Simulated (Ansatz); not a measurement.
Mulliken charges of BFHS (`F[B]S`) radical from B3LYP/def2-TZVPP in Ansatz (PBE0-D4/def2-TZVP geometry).

| atom | x (Å) | y (Å) | z (Å) | charge (e) |
| --- | --- | --- | --- | --- |
| F1 | 0.784 | -0.502 | 1.612 | -0.182 |
| B2 | 0.503 | 0.176 | 0.530 | 0.174 |
| S3 | -0.693 | -0.396 | -0.676 | -0.120 |
| H4 | -0.539 | 0.661 | -1.487 | 0.128 |

Problem. By hand: the dipole of these point charges (1 e Å = 4.8032 D).

Solution. Σ q r = (-0.041, 0.254, -0.310) e Å, of length 0.403 e Å = 1.94 D.

Problem. How does the dipole of the full density compare? (Estimate.)

Solution. The calculation gave: (-0.077, 0.106, -0.218) e Å, 1.22 D; the point charges give 1.59 times that, at 18° from its direction.

Point charges leave out the atoms' own dipoles, such as those of lone pairs, and Mulliken's split depends on the basis, so the two needn't agree.

B3LYP here is the variant with VWN-RPA as its local correlation; programs differ in this.
